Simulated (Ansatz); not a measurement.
The cluster P₅⁺, relaxed as a quintet with UKS B3LYP-D4/def2-SVP in Ansatz, starting from the B3LYP-D4/def2-SVP geometry of the charge +1 singlet. Force threshold 0.02 eV/Å.

At B3LYP-D4/def2-SVP a singlet of charge 1 lies 2.97 eV below the quintet, each at its own geometry. The structure comes from a short search, and lower isomers may exist.

Start:

```xyz
5

P    -0.915    1.036   -0.253
P     1.407    0.673   -0.382
P     0.389    0.243    1.539
P     0.068   -0.761   -1.412
P    -0.950   -1.191    0.509
```

```tsv
step	energy (eV)	largest force component (eV/Å)	SCF passes
1	-46418.8953	1.763	28
2	-46419.3619	0.655	30
3	-46419.4657	0.202	34
4	-46419.4946	0.851	52
5	-46419.7319	1.193	38
6	-46420.1068	1.096	30
7	-46420.3519	1.037	32
8	-46420.5141	0.619	31
9	-46420.6754	0.602	29
10	-46420.7962	0.658	28
11	-46420.8540	0.285	25
12	-46421.0457	0.585	28
13	-46421.2258	0.658	28
14	-46421.4094	0.668	26
15	-46421.5015	0.560	27
16 (rejected)	-46421.4173	0.647	31
17	-46421.5441	0.125	25
18	-46421.5464	0.049	24
19	-46421.5470	0.015	19
```

Force components are those of the run's own axes.

End:

| atom | x (Å) | y (Å) | z (Å) |
| --- | --- | --- | --- |
| P1 | -0.5599 | 1.5132 | -0.2005 |
| P2 | 1.5317 | 0.3621 | -0.4238 |
| P3 | 0.5600 | 0.7106 | 1.5385 |
| P4 | -0.3852 | -0.4859 | -1.1323 |
| P5 | -1.1466 | -2.1000 | 0.2180 |

Bonds lost: P1–P5, P3–P5 (atoms count from 1).

No frequencies were taken in this run, so the end may be a saddle point.

Hardware: 4 threads of Arm Neoverse V2 on a shared host. Wall time 25 s.
